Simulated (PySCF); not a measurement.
Run record: EPR job, `F[Si]F` [triplet].

Computed with UKS B3LYP, pcH-1 on F Si, non-relativistic, mean-field spin-orbit, GIAO (PySCF 2.14.0). Geometry: GFN2-xTB. The input is one job of a driver script: a line of settings, then coordinates in Å.

Input:
```
{"job": {"kind": "epr", "basis": "pcH-1"}, "charge": 0, "multiplicity": 3}
F     -1.292220    -0.335843    -0.002388
Si     0.000417     0.656121    -0.011643
F      1.303284    -0.322815     0.001478
```

Output:
```
UKS, coarse grid
  cycle   1  E = -489.05247575  |g| = 5.69e-01
  cycle   2  E = -488.75091175  |g| = 1.14e+00
  cycle   3  E = -489.16306469  |g| = 3.26e-02
  cycle   4  E = -489.16343169  |g| = 1.26e-02
  cycle   5  E = -489.16346973  |g| = 1.09e-03
  cycle   6  E = -489.16347147  |g| = 8.63e-04
UKS, final grid
  cycle   1  E = -489.16347079  |g| = 1.45e-03
  cycle   2  E = -489.16346957  |g| = 2.56e-03
  cycle   3  E = -489.16347141  |g| = 6.21e-05
  cycle   4  E = -489.16347141  |g| = 4.02e-05
  cycle   5  E = -489.16347141  |g| = 1.26e-05
internal stability: stable
E = -489.16347141 Eh   <S^2> = 2.0015 (exact 2.0000)
g shifts (ppm)      1          2          3
  rmc          -208       -208       -208
  gc             31         57         49
  oz_so       -2852      -2378        -99
  total       -3028      -2529       -258
hyperfine (MHz)  atom isotope    a_iso     a_fc   dipolar eigenvalues
    0   19F     152.14     150.03   -174.59     31.79    142.81
    1  29Si    -980.98    -982.46    -90.20      9.70     80.50
    2   19F     152.05     149.94   -174.63     31.68    142.95
zero-field splitting (cm-1)  D = 0.1095  E = 0.0280  (spin-spin -0.2764, spin-orbit -0.2219)
```

rmc, gc and oz_so are the mass-correction, gauge-correction and orbital-Zeeman/spin–orbit parts of the g shift along its three principal axes; a_iso is the isotropic hyperfine coupling and a_fc its Fermi-contact part. The program numbers atoms from 0.

Task: How far is ⟨S²⟩ from the pure-spin value?

Result: S = 1 gives S(S+1) = 2.00; the run has 2.0015, 0.0015 more.

Summary of the converged run: ⟨S²⟩ 2.001; g_iso 2.0004.

Isolated species at its GFN2-xTB geometry, gas phase. This triplet need not be the ground state; the singlet was not compared here.

Task: How long does this job take on one thread of an Arm Neoverse V1, shared host?

Result: About 7.7 s.
Labels such as C1 count atoms from 1, the log's own numbers from 0.
